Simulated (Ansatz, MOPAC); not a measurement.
Reaction (SMILES): C=CC[Se]C [3-methylselanylprop-1-ene] + 5 [H][H] (H2) -> 4 C (CH4) + [SeH2] (H2Se)

Quantity: energy of full hydrogenation (enthalpy at 298 K), in kcal/mol. Set-up: no dispersion term unless named; frozen cores in correlated levels (noble-gas shells and the d and f shells of earlier blocks); 6-31G* and kin with 6d, 5d where marked; non-relativistic; LANL2DZ with its own core potentials from Na on; no spin-orbit coupling. First-principles rows: single points at B3LYP-D3(BJ) geometries (Ansatz, a program for electronic structure), with unscaled harmonic terms from B3LYP/6-31G* (LANL2DZ past Ar) (Ansatz) at its own minima. Semi-empirical rows: MOPAC heats of formation at their own minima for 298 K.

```csv
level,program,energy of full hydrogenation (enthalpy at 298 K) (kcal/mol)
MNDO,MOPAC,-47.1
HF/LANL2DZ,Ansatz,-109.2
HF/6-31G*,Ansatz,-109.7
HF/6-31G* with LANL2DZ past Ar,Ansatz,-101.9
PBE/6-31G*,Ansatz,-87.2
B3LYP/LANL2DZ,Ansatz,-96.2
B3LYP/6-31G,Ansatz,-88.1
B3LYP/6-31G*,Ansatz,-92.6
B3LYP/6-31G* with LANL2DZ past Ar,Ansatz,-87.4
MP2/STO-3G,Ansatz,-81.8
MP2/6-31G*,Ansatz,-77.0
wB97X-V/def2-TZVPD,Ansatz,-89.0
B2PLYP-D3(BJ)/def2-TZVPD,Ansatz + dftd3,-83.8
```

No value to compare with is used here. The 11 habitual levels span -109.7 (HF/6-31G*) to -47.1 kcal/mol (MNDO); wB97X-V/def2-TZVPD gives -89.0.

The levels are drawn from those run, B3LYP/6-31G* more often than the rest, none by its result; left out are runs that failed, that the program found above a lower state of the same kind, or whose <S^2> lies over 0.5 above the pure value.
